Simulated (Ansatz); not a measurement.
## Energy profile

The step: C₂H₅F (CCF) → C₂H₄ (C=C) + HF; bonds formed: F1–H8; bonds broken: F1–C2, C5–H8 (atoms numbered as in the saddle structure below).

F1  (-1.300, -1.039, 0.509)
C2  (0.185, -0.445, -0.507)
H3  (0.776, -1.323, -0.279)
H4  (-0.360, -0.471, -1.442)
C5  (0.325, 0.736, 0.222)
H6  (1.111, 0.805, 0.964)
H7  (-0.034, 1.663, -0.208)
H8  (-0.703, 0.075, 0.742)
(Å)

Electronic energies by CCSD(T) at an estimated basis limit (MP2 extrapolated from triple and quadruple zeta, plus CCSD(T) − MP2 in triple zeta), on PBE0-D4/def2-TZVP structures; C₂H₅F, singlet; no counterpoise correction. Ansatz 0.2.0; basis: def2-TZVPP and def2-QZVPP; cores frozen in the correlated methods. Extrapolation: Hartree–Fock as exp(−7.88 √X), correlation as X^−2.97.

Give the profile in kcal/mol, counted from the start structure. (To be estimated.)

Computed:
| point | kcal/mol |
| --- | --- |
| start structure | 0.00 |
| saddle | 63.01 |
| end structure | 10.95 |
| separated: HF (F1, H8; singlet) + C₂H₄ (linked as [CH2][CH2]; C2, H3, H4, C5, H6, H7; singlet) | 15.43 |

No T1 diagnostic of these runs exceeds 0.021.

For scale, one of the runs: CCSD(T)/def2-TZVPP, 163 basis functions, launched by `ansatz run in.yaml --threads 2 --pin off --events-out ev --progress --plain --max-ram 4352MiB`. The run took 9.5 s on 2 CPU threads of an Intel Xeon 6975P-C (shared host), with 1.4 GiB of host memory at its peak.
